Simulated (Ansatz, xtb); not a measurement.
**CH2BF: which of two structures lies lower**

Structure a is a triplet given by its coordinates and structure b is `B=CF`, a singlet. Both are isolated molecules in the gas phase, relaxed with PBE0-D3(BJ)/def2-SVP.

a (Å):

```xyz
5

C    -0.7909    0.1502   -0.2440
B     0.6783    0.3399    0.1488
F     1.0504    0.7925    1.3277
H    -1.6168    0.3837    0.4430
H    -1.0897   -0.2266   -1.2264
```

Close contacts (Å): C1–B2 1.53, B2–F3 1.32, C1–H4 1.10, C1–H5 1.09.

b (Å):

```
atom    x (Å)    y (Å)   z (Å)
   C   0.2040  -1.3412  0.3868
   B   0.5371   0.0087  0.5760
   F   1.0088  -2.3667  0.0887
   H   0.7008   1.1704  0.7568
   H  -0.8550  -1.6254  0.4912
```

Question: Which of the two would you expect CCSD(T)/def2-TZVPP electronic energies to favour?

Answer: Structure a; the calculation gives E(b) − E(a) = +0.847 eV.

Level by level:

| level | geometry | E(b) − E(a) (eV) | departure from the last row (eV) | job, with rough time for the two |
| --- | --- | --- | --- | --- |
| PBE0-D3(BJ)/def2-SVP | PBE0-D3(BJ)/def2-SVP | +1.014 | +0.167 | optimisation, 63 s |
| HF/def2-TZVPP | PBE0-D3(BJ)/def2-SVP | +1.898 | +1.051 | part of the CCSD(T) run |
| MP2/def2-TZVPP | PBE0-D3(BJ)/def2-SVP | +0.911 | +0.064 | part of the CCSD(T) run |
| CCSD(T)/def2-TZVPP | PBE0-D3(BJ)/def2-SVP | +0.847 |  | single point, 69 s |

The levels shown agree on the order. The largest departure from CCSD(T)/def2-TZVPP is that of HF/def2-TZVPP, 1.051 eV. At CCSD(T)/def2-TZVPP a singlet with the links of a lies below this triplet. Levels run at GFN2-xTB geometries aren't shown.

With harmonic frequencies from PBE0-D3(BJ)/def2-SVP (ideal gas, rigid rotor, one conformer each, 298.15 K, 1 atm): the zero-point term adds −0.020 eV; ΔH is +0.827 and ΔG +0.857 eV.

Open shells are spin-unrestricted. The correlated steps freeze 3 core orbitals. ΔG holds the spin degeneracy. Codes used: Ansatz 0.2.0; the last row on 1 thread of Intel(R) Xeon(R) Processor @ 2.50GHz (Skylake/Cascade Lake) on a shared host.
